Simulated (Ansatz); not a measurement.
Reaction (ligand exchange at the Al–S bond): `[SH][AlH][SH]` + H–F → `[F][AlH][SH]` + H₂S

Isolated molecules relaxed with PBE0-D4/def2-TZVP in Ansatz; ΔE leaves out vibrations. CBS: def2 TZ/QZ extrapolation, frozen cores. DFT in def2-TZVPP. B3LYP here is the variant with VWN-RPA as its local correlation; programs differ in this. HSE06 is defined as in plane-wave codes. Each species was taken in one conformer, which may not be the lowest.

**Question.** Is it downhill or uphill in electronic energy at CCSD(T)/CBS, and by how much? (Best estimate.)

**Answer.** Ansatz gave: Downhill: ΔE = -16.4 kcal/mol.

**Question.** What do these levels give: r2SCAN-D4, B97M-V, HSE06-D4, ωB97X-V, ωB97M-V, B3LYP, HSE06, CAM-B3LYP, CCSD/def2-SVP, CCSD(T)/def2-SVP, CCSD(T)/def2-TZVPP, HF/CBS(def2)? (Best estimate.)

**Answer.** The calculation gave: r2SCAN-D4 -16.8, B97M-V -18.0, HSE06-D4 -14.2, ωB97X-V -17.5, ωB97M-V -17.3, B3LYP -19.2, HSE06 -15.0, CAM-B3LYP -20.1, CCSD/def2-SVP -19.6, CCSD(T)/def2-SVP -19.2, CCSD(T)/def2-TZVPP -16.8, HF/CBS(def2) -20.7 kcal/mol.

Largest T1 diagnostic among the species: 0.012.

The D4 term adds +1.5 kcal/mol with B3LYP and +0.8 kcal/mol with PBE0; it sums over pairs of atoms, weighted by their polarisabilities, and B3LYP, whose exchange is more repulsive, gets the larger term. At CCSD(T), def2-SVP lies −2.7 kcal/mol from the extrapolated value and def2-TZVPP −0.3 kcal/mol.
